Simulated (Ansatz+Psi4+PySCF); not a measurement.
doublet HClO(+): levels of theory in one basis

```xyz
3

O     0.0367    1.1135    0.0000
H    -0.9175    1.3289    0.0000
Cl    0.0367   -0.6022    0.0000
```

Basis set: cc-pVTZ on H, O; cc-pV(T+d)Z on Cl (spherical functions). Correlated methods keep 6 orbitals frozen. Correlation on ROHF uses semicanonical orbitals with singles. Charge 1, multiplicity 2.

Computed with Ansatz (development build ahead of 0.2.0); each method stands on the lowest determinant of its kind that the runs found.

```
      method  E − E(ROHF) (eV)  <S²> of the determinant
        ROHF              0.00                     0.75
         UHF             -0.23                     0.78
    ROHF-MP2            -10.84                        –
     UHF-MP2            -10.89                     0.78
   ROHF-CCSD            -12.16                        –
    UHF-CCSD            -12.17                     0.78
ROHF-CCSD(T)            -12.73                        –
 UHF-CCSD(T)            -12.73                     0.78
  ROHF-CCSDT            -12.79                        –
   UHF-CCSDT            -12.80                     0.78
```

The restricted and unrestricted rows may stand on different electronic states: another unrestricted solution lies nearer the restricted one.

Caution for ROHF-MP2, UHF-MP2, ROHF-CCSD, UHF-CCSD, ROHF-CCSD(T), UHF-CCSD(T), ROHF-CCSDT, UHF-CCSDT: large amplitudes, a single reference is doubtful; a plain start can end on a higher determinant. Caution for ROHF-MP2, UHF-MP2: MP2 on this radical cation hangs on the determinant chosen. Caution for ROHF-MP2, UHF-MP2, ROHF-CCSD(T): another reference gives a lower total.
